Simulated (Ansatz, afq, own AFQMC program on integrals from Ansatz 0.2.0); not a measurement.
Two steps: Ansatz 0.2.0 writes the Fock matrix and Cholesky factors of the valence space, and afq projects on them the lowest state that overlaps trial and start.

```yaml
crystal:
  periodic: [false, false, false]
  atoms:
    - {symbol: Cl, position_ang: [0.000000, 0.000000, 0.000000]}
basis:
  gaussian: {orbitals: cc-pVDZ}
total_charge: 1
magnetization: {spin_polarized: true, initial_magnetization: 2}
correlation: {method: ccsd_t, electrons: outside_noble_gas, hamiltonian_folder: ham}
```

```sh
$ ansatz run in.yaml --threads 1 --pin off --events-out ev --progress --plain --max-ram 15360MiB --backend cuda --devices 0, --max-vram 18GiB
```

Options of the walk:

```
--method phaseless --trial hf --walkers 80 --populations 1 --least-time 40 --time-step 0.01 --steps-per-block 10 --equilibration-blocks 30 --max-blocks 600 --target-error 0.00058 --factor-cut 1e-05 --start spin_pure --seed 8727 --release-times 0.2,0.4 --release-step 0.1 --release-every 10 --taylor-order 6
```

Times are imaginary, in 1/Eh. The walk had a cap of 60 s.

Log:

```
orbitals 13  electrons 4 2  factors 69 of 103
reference energy -459.03696015 Eh
CCSD correlation -0.10655229 Eh in 9 cycles, weight of the determinant in the CISD state 0.9544
energy of the start -459.037041 Eh
 block  time / (1/Eh)  mean weight  energy / Eh
     1     0.100  1.0008  -459.060178
     2     0.200  1.0014  -459.079075
     3     0.300  1.0029  -459.089238
     4     0.400  1.0023  -459.090256
     5     0.500  1.0013  -459.099434
     7     0.700  1.0011  -459.116810
     9     0.900  1.0012  -459.126633
    16     1.600  1.0023  -459.166782
    46     4.600  0.9997  -459.152112
    76     7.600  1.0011  -459.155672
   106    10.600  1.0023  -459.133217
   136    13.600  0.9994  -459.150527
   166    16.600  1.0017  -459.144983
   196    19.600  0.9972  -459.138164
   226    22.600  0.9987  -459.131490
   256    25.600  1.0001  -459.129752
   286    28.600  0.9982  -459.136464
   316    31.600  1.0010  -459.132763
   346    34.600  1.0014  -459.137718
   376    37.600  1.0007  -459.141133
   406    40.600  1.0015  -459.129517
   436    43.600  0.9974  -459.128596
   466    46.600  1.0004  -459.132579
   496    49.600  1.0009  -459.148877
   526    52.600  0.9896  -459.141091
   556    55.600  1.0023  -459.127474
   586    58.600  0.9984  -459.156600
   616    61.600  0.9991  -459.131884
blocks merged  error / Eh  count
     1  0.000441  600
     2  0.000579  300
     4  0.000740  150
     8  0.000891  75
    16  0.001016  37
    32  0.001085  18
    64  0.001064  9
released: time / (1/Eh)  energy / Eh  error  mean overlap
  0.20  -459.140783  0.001279  1.0025
  0.40  -459.143419  0.001180  0.9957
energy -459.140207 +/- 0.001085 Eh
(rows thinned)
```

The run passed its tests (sampling time, drift between the halves within three errors, error under three times the target), which doesn't prove that it has relaxed.

Against this walk (error 29.5 meV) on the same determinant: CCSD(T) 119.2 meV lower, CCSDT(Q) 128.3 meV lower, CCSDTQ 128.8 meV lower, full CI 128.8 meV lower. The error is statistical and leaves out the bias of the constraint. The released energies move by 1.5 errors or more from one time to the next (meV from the phaseless value at times in 1/Eh: -16 ± 35 at 0.20, -87 ± 32 at 0.40), so they give no level. Full CI is exact here, so the walk's 129 meV above it is the walk's own error: the bias of the constraint with this trial. It lies above even CCSD, by 90 meV.

Cautions: constraint bias not in the error; error above the target (29.5 against 15.8 meV); the time-step error isn't removed.

The walk took 22 s on 1 × NVIDIA H100 80GB HBM3 with 2 threads of AMD EPYC 7R13 Processor (Zen 3), with other jobs on the host (the card was shared). The log's last line is the phaseless energy.

CCSDT and higher add their correlation energy to the determinant of the CCSD(T) run, since their own runs factorise the integrals more tightly (a shift of under 2 meV). A walk keeps the symmetry of its determinant, which the program's search chose and which needn't be the lowest solution, so a lower state of the same spin and another symmetry isn't excluded.
